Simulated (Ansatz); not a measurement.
Tetradymite Bi2Se3 was calculated with r²SCAN-D4 in Ansatz (PAW).

Settings: plane-wave cutoff 560 eV, 10×10×10 k mesh, Fermi–Dirac smearing 0.01 eV, scalar-relativistic PAW data made under PBE.

Energies at three volumes about the minimum:

```csv
V (Å³/atom),E − E_lowest (meV/atom)
28.718,1.15
29.304,0.00
29.890,0.86
```

Problem. Fit a parabola by hand: where is the minimum, and what is the bulk modulus?

Solution. Slopes: (0.00 − 1.15)/(29.304 − 28.718) = -1.962 and (0.86 − 0.00)/(29.890 − 29.304) = 1.468 meV/Å³. Curvature E″ = 2 × (1.468 − (-1.962))/(29.890 − 28.718) = 5.853 meV/Å⁶. From the middle of the first interval, the slope vanishes at V0 = 29.0110 − (-1.962)/5.853 = 29.346 Å³/atom. B = V0 E″ = 29.346 × 5.853 meV/Å³ × 0.1602 GPa per meV/Å³ = 27.5 GPa. The full Birch–Murnaghan fit to all volumes gives V0 = 29.318 Å³/atom and B0 = 27.0 GPa.

Shape and atoms are relaxed at each volume.

Note: the bulk modulus comes from volumes at which shape and atoms were relaxed.

Ansatz is a quantum-chemistry and plane-wave program.
